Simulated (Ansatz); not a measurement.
## hcp Tc

All values below come from r²SCAN (Ansatz, a program for electronic structure, PAW).

Settings: plane-wave cutoff 600 eV, 30×30×16 k mesh (along the axes of the cell as run), Fermi–Dirac smearing 0.054 eV (set by the program), no spin polarisation, scalar-relativistic PAW data made under PBE.

Cell (relaxed at this level):

Space group P6₃/mmc (No. 194); a = 2.7360 Å, b = 2.7360 Å, c = 4.3819 Å, α = 90.00°, β = 90.00°, γ = 120.00°

| atom | site | symmetry | x | y | z |
|---|---|---|---|---|---|
| Tc | 2c | -6m2 | 0.3333 | 0.6667 | 0.2500 |

elastic constant C11: 514 GPa
elastic constant C12: 242 GPa
elastic constant C13: 201 GPa
elastic constant C33: 566 GPa
elastic constant C44: 140 GPa
elastic constant C66: 136 GPa
Voigt–Reuss–Hill bulk modulus: 320 GPa
Voigt–Reuss–Hill shear modulus (Hill average): 146 GPa
Young modulus: 380 GPa
Poisson ratio: 0.302

Elastic constants are with the ions relaxed.

It cost around 70 core-minutes (rough) of CPU time.
